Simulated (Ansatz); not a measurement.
`C/C=N/O` → `[CH2]` (triplet) + `C=NO` at 600 K and 1 bar (formal loss of a carbene).

Program: Ansatz. Geometries: PBE0-D4/def2-TZVP. ΔE: electronic, gas phase. CCSD(T)/CBS is the MP2 limit (def2-TZVPP, def2-QZVPP) plus CCSD(T) − MP2 in def2-TZVPP, frozen cores. This one scheme is used for every species. Triplets are unrestricted, without spin–orbit coupling. Each species was taken in one conformer, which may not be the lowest.

```csv
species,CCSD(T)/CBS energy (Eh),H − E (kJ/mol),S (J/(mol·K))
`C/C=N/O`,-208.92209,236.7,353.1
`[CH2]` (triplet),-39.09499,66.5,220.8
`C=NO`,-169.65390,149.7,297.9
```

H − E and S are ideal-gas, rigid-rotor, harmonic terms from PBE0-D4/def2-TZVP, for one conformer and one mirror image of each species, with the whole ground term of open shells counted as degenerate. 1 Eh = 2625.50 kJ/mol, R = 8.31446 J/(mol·K).

**Question.** By hand: ΔE, ΔH, ΔS and ΔG.

**Answer.** ΔE = (-39.09499) + (-169.65390) − (-208.92209) = 0.17320 Eh = 454.7 kJ/mol. Δ(H − E) = 66.5 + 149.7 − 236.7 = -20.5, so ΔH = 434.2 kJ/mol. ΔS = 220.8 + 297.9 − 353.1 = 165.6 J/(mol·K). ΔG = 434.2 − 600 × (165.6)/1000 = 334.8 kJ/mol.

**Question.** By hand: the equilibrium constant, and the temperature at which ΔG would vanish if ΔH and ΔS stayed fixed.

**Answer.** log₁₀ K = −ΔG/(RT ln 10) = -29.1. ΔG = 0 at ΔH/ΔS = 2622 K, far beyond where these terms or the molecules hold.

The number of gas molecules changes by +1, which sets the sign of ΔS. A doubt of 5 kJ/mol in ΔE shifts log₁₀ K by 0.4 here. Other conformers and mirror images would add mixing entropy, several J/(mol·K) or more a flexible species. A triplet takes part, so the spin changes. These are equilibria of isolated gas molecules and say nothing of rates. Largest T1 diagnostic: 0.014 (customary marks: 0.02 for closed shells, 0.045 for open ones).
